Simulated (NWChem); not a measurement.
# CH cation, singlet

```xyz
2

C      0.0000     0.0000    -0.1416
H      0.0000     0.0000     0.9988
```
Atoms are numbered in this order, from 1.

Low-valent species are run as closed-shell singlets; no triplet was tried in these runs. All runs use the structure optimised with PBE0-D3(BJ)/def2-TZVP.

**Question.** List the 4 lowest vertical singlet excitations from PBE/def2-SVP, TDA (NWChem).

**Answer.** 
```
state  energy (eV)  oscillator strength  leading excitation (squared amplitude)
-----  -----------  -------------------  --------------------------------------
S1            3.02                0.013                      HOMO → LUMO (0.85)
S2            3.02                0.013                    HOMO → LUMO+1 (0.85)
S3           12.95                0.445                    HOMO → LUMO+2 (0.95)
S4           13.52                0.369                    HOMO−1 → LUMO (0.97)
```
